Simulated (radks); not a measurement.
# P³⁻ held by a Watson sphere

Aim: the size and levels of P³⁻ inside a shell of charge +3 and radius R, which stands for the Madelung well of a crystal, for several R.

Method: scalar-relativistic Kohn-Sham, r2SCAN, spin-unpolarised, spherical densities, finite nucleus. Code: radks (a radial shooting solver on a logarithmic mesh, Libxc functionals) version 1.

**1. What is computed**

- element: phosphorus (Z = 15)
- charge: -3
- electrons: 18
- configuration: [Ar]
- nuclear rms radius: 3.1889 fm

Outer shells as boxes (Hund's rule):

P³⁻
```
[Ne] core
3s [↑↓]
3p [↑↓][↑↓][↑↓]
```

**2. R = 1.93 bohr**

Settings of this run:

```text
Z 15
configuration [Ar]
relativity scalar-relativistic
functional r2scan,r2scan
spin unpolarised
nucleus finite rms 3.1889 fm
c 137.035999084
watson charge 3 radius 1.93 bohr
```

**3. R = 1.96 bohr**

Input: that of step 2 with these lines changed.

```diff
@@ -7,2 +7,2 @@
 c 137.035999084
-watson charge 3 radius 1.93 bohr
+watson charge 3 radius 1.96 bohr
```

**4. R = 2.05 bohr**

Input: that of step 3 with these lines changed.

```diff
@@ -7,2 +7,2 @@
 c 137.035999084
-watson charge 3 radius 1.96 bohr
+watson charge 3 radius 2.05 bohr
```

**5. R = 2.12 bohr**

Input: that of step 4 with these lines changed.

```diff
@@ -7,2 +7,2 @@
 c 137.035999084
-watson charge 3 radius 2.05 bohr
+watson charge 3 radius 2.12 bohr
```

**6. R = 3.95 bohr**

Input: that of step 5 with these lines changed.

```diff
@@ -7,2 +7,2 @@
 c 137.035999084
-watson charge 3 radius 2.12 bohr
+watson charge 3 radius 3.95 bohr
```

**7. R = 4.14 bohr**

Input: that of step 6 with these lines changed.

```diff
@@ -7,2 +7,2 @@
 c 137.035999084
-watson charge 3 radius 3.95 bohr
+watson charge 3 radius 4.14 bohr
```

**8. R = 4.15 bohr**

Input: that of step 7 with these lines changed.

```diff
@@ -7,2 +7,2 @@
 c 137.035999084
-watson charge 3 radius 4.14 bohr
+watson charge 3 radius 4.15 bohr
```

**9. R = 4.46 bohr**

Input: that of step 8 with these lines changed.

```diff
@@ -7,2 +7,2 @@
 c 137.035999084
-watson charge 3 radius 4.15 bohr
+watson charge 3 radius 4.46 bohr
```

**10. R = 4.61 bohr**

Input: that of step 9 with these lines changed.

```diff
@@ -7,2 +7,2 @@
 c 137.035999084
-watson charge 3 radius 4.46 bohr
+watson charge 3 radius 4.61 bohr
```

Before running it: what results should come out? Wanted: for each run, R; highest level; its <r>; sum of <r²>.

The runs gave:

```
R (bohr)  highest level (eV)  its <r> (bohr)  sum of <r²> (bohr²)
    1.93              -8.621           2.201                44.61
    1.96              -8.559           2.214                45.06
    2.05              -8.369           2.251                46.40
    2.12              -8.218           2.279                47.47
    3.95              -4.624           2.988                78.05
    4.14              -4.354           3.057                81.53
    4.15              -4.340           3.061                81.72
    4.46              -3.945           3.173                87.60
    4.61              -3.772           3.226                90.54
```

What this shows: From R = 1.93 to 4.61 bohr the top level moves from -8.621 to -3.772 eV and its mean radius from 2.20 to 3.23 bohr. A wider sphere makes a shallower well, so the ion swells.
